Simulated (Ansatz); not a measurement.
**Hf (model structure, started from the beta-W type, Pm-3n, No. 223, 8 atoms in the cell)**

Calculation: PBEsol (plane waves, PAW; Ansatz, a quantum-chemistry and plane-wave program).

Settings: plane-wave cutoff 500 eV, 14×14×14 k mesh, Fermi–Dirac smearing 0.1 eV, scalar-relativistic PAW data made under PBE.

Cell (relaxed at this level):

```
CELL_PARAMETERS angstrom
      5.56324     0.00000     0.00000
      0.00000     5.56324     0.00000
      0.00000     0.00000     5.56324
ATOMIC_POSITIONS crystal
  Hf 0.25000 0.00000 0.50000
  Hf 0.75000 0.00000 0.50000
  Hf 0.00000 0.50000 0.25000
  Hf 0.00000 0.50000 0.75000
  Hf 0.50000 0.25000 0.00000
  Hf 0.50000 0.75000 0.00000
  Hf 0.00000 0.00000 0.00000
  Hf 0.50000 0.50000 0.50000
```

For Hf (model structure, started from the beta-W type, Pm-3n, No. 223, 8 atoms in the cell), the band gap comes out as zero (no gap).

Note: the relaxation could raise the start's symmetry but not lower it, so the cell can be a saddle point.

Spin–orbit coupling is not included.

The computed numbers hold no vibrational or temperature effects.

The result took around 17 core-minutes (rough).

A model structure was made by putting elements into a prototype or built by hand; it is no filed structure, need not be a known phase, and can be a saddle point held by its symmetry.
